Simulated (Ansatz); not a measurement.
Calculation: frozen-core CCSD(T)/aug-cc-pVTZ // B3LYP-D3(BJ)/def2-TZVPD (Ansatz, a quantum-chemistry and plane-wave program). The geometry is that of the parent before the electron was removed.

Ansatz 0.2 input:
```yaml
crystal:
  periodic: [false, false, false]
  atoms:
    - { symbol: C, position_ang: [0.851801, -0.509014, -0.165982] }
    - { symbol: C, position_ang: [-0.407471, -0.07425, 0.049544] }
    - { symbol: H, position_ang: [1.536886, 0.369281, -0.176175] }
    - { symbol: H, position_ang: [-0.722271, 0.980779, 0.192493] }
    - { symbol: H, position_ang: [-1.258946, -0.766795, 0.10012] }
basis:
  gaussian: { orbitals: aug-cc-pVTZ }
correlation:
  method: ccsd_t
magnetization:
  spin_polarized: true
  initial_magnetization: 1
```

Output:

```
Functional definition: HF
917 factors; integrals over basis functions are off by at most 9.0e-4 eV
mean field evaluation 1: about -2103.8425 eV, gradient 1.7e1 eV
mean field evaluation 2: about -2103.8443 eV, gradient 1.7e1 eV
mean field evaluation 4: about -2105.9146 eV, gradient 2.7e0 eV
mean field evaluation 8: about -2106.1319 eV, gradient 7.5e-1 eV
mean field evaluation 16: about -2103.8417 eV, gradient 1.7e1 eV
mean field evaluation 32: about -2105.2601 eV, gradient 6.7e0 eV
mean field evaluation 64: about -2104.4063 eV, gradient 2.4e-3 eV
mean field evaluation 96: about -2104.4056 eV, gradient 3.8e-2 eV
mean field -2106.23231771 eV, -77.4026100202 hartree, gradient 5.9e-6 eV, S^2 1.037335; 4 other end points of the search recorded, 0 dependent functions left out
determinant -2106.23231771 eV, -77.4026100202 hartree, with singles and doubles -2115.10027107 eV, -77.7285012953 hartree
determinant -2104.40632218 eV, -77.3355059223 hartree, with singles and doubles -2113.09094898 eV, -77.6546600706 hartree
2 core orbitals not correlated
reference -2106.23231771 eV, -77.4026100202 hartree; 6, 5 occupied and 153, 154 virtual orbitals, 917 factors
second order -7.76870554 eV of doubles, -0.00000000 eV of singles
cycle   1  -8.72747377 eV  change   -7.1e-1 eV  update   2.4e-2
cycle   2  -8.75444353 eV  change   -2.7e-2 eV  update   7.3e-3
cycle   3  -8.75932644 eV  change   -4.9e-3 eV  update   3.9e-3
cycle   4  -8.76532678 eV  change   -6.0e-3 eV  update   2.0e-3
cycle   5  -8.76954487 eV  change   -4.2e-3 eV  update   1.0e-3
cycle   6  -8.77155125 eV  change   -2.0e-3 eV  update   4.4e-4
cycle   7  -8.77208310 eV  change   -5.3e-4 eV  update   1.7e-4
cycle   8  -8.77230173 eV  change   -2.2e-4 eV  update   8.2e-5
cycle   9  -8.77230638 eV  change   -4.7e-6 eV  update   3.9e-5
cycle  10  -8.77229528 eV  change    1.1e-5 eV  update   1.9e-5
cycle  11  -8.77230675 eV  change   -1.1e-5 eV  update   8.7e-6
perturbative correction -0.40388416 eV, -0.0148424691 hartree
Total energy: -2115.40850862 eV, -77.7398288164 hartree
```

Cost: very roughly 90 core-seconds.
